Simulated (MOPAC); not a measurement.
MOPAC input (AM1):

```
AM1 PRECISE GNORM=0.05 LET XYZ CHARGE=-1 GEO-OK AUX(PRECISION=9) THREADS=1
CH2Cl

C     0.01909113 1    0.15267994 1   -1.32752912 1
Cl   -0.01118660 1    0.00667210 1    0.64763898 1
H     0.90111306 1   -0.49482969 1   -1.50763755 1
H    -0.82548774 1   -0.53467571 1   -1.53705043 1
```

From the last part of the output:

```
                                                       MOPAC v23.2.5 Linux

          FINAL HEAT OF FORMATION =         21.60435 KCAL/MOL =      90.39259 KJ/MOL

          COSMO AREA              =         76.31 SQUARE ANGSTROMS
          COSMO VOLUME            =         58.66 CUBIC ANGSTROMS

          GRADIENT NORM           =          0.04230          =       0.02115 PER ATOM
          IONIZATION POTENTIAL    =          0.823810 EV
          HOMO LUMO ENERGIES (EV) =         -0.824  9.413
          NO. OF FILLED LEVELS    =          7
          MOLECULAR WEIGHT        =         49.4798         POINT GROUP:  Cs

          MOLECULAR DIMENSIONS (Angstroms)

            Atom       Atom       Distance
            H     4   Cl     2     2.34567
            H     3   Cl     2     1.67684
            C     1   Cl     2     0.45919

          SCF CALCULATIONS        =          9

   ATOM   CHEMICAL          X               Y               Z
  NUMBER   SYMBOL      (ANGSTROMS)     (ANGSTROMS)     (ANGSTROMS)

     1       C          0.01848246  *   0.09445785  *  -1.21287505  *
     2      Cl         -0.01032182  *   0.01686288  *   0.58306576  *
     3       H          0.94551487  *  -0.42349568  *  -1.51326533  *
     4       H         -0.87291726  *  -0.46546253  *  -1.54424286  *

                             CARTESIAN COORDINATES

   1    C        0.018482455     0.094457851    -1.212875054
   2   Cl       -0.010321818     0.016862883     0.583065762
   3    H        0.945514873    -0.423495680    -1.513265328
   4    H       -0.872917261    -0.465462526    -1.544242862

           Empirical Formula: C H2 Cl  =     4 atoms

      MOLECULAR POINT GROUP   :   Cs

                  EIGENVALUES
 -29.58455 -18.98080  -7.48448  -7.05911  -5.88228  -4.54834  -0.82381   9.41289
  11.66772  11.83975

              NET ATOMIC CHARGES AND DIPOLE CONTRIBUTIONS

  ATOM NO.   TYPE          CHARGE      No. of ELECS.   s-Pop       p-Pop
    1          C          -0.557189        4.5572     1.48191     3.07528
    2         Cl          -0.377889        7.3779     1.98369     5.39420
    3          H          -0.032461        1.0325     1.03246
    4          H          -0.032462        1.0325     1.03246
 DIPOLE           X         Y         Z       TOTAL
 POINT-CHG.    -0.049    -0.064     2.958     2.959
 HYBRID         0.035    -1.809     0.413     1.856
 SUM           -0.014    -1.873     3.370     3.856

          ATOMIC ORBITAL ELECTRON POPULATIONS

     Atom    s        px        py        pz
    1  C   1.48191   0.86461   1.58765   0.62302
    2 Cl   1.98369   1.99330   1.99674   1.40416
    3  H   1.03246
    4  H   1.03246

 **********************
 *                    *
 * JOB ENDED NORMALLY *
 *                    *
 **********************

 == MOPAC DONE ==
```

The dipole moment of an ion depends on the origin.
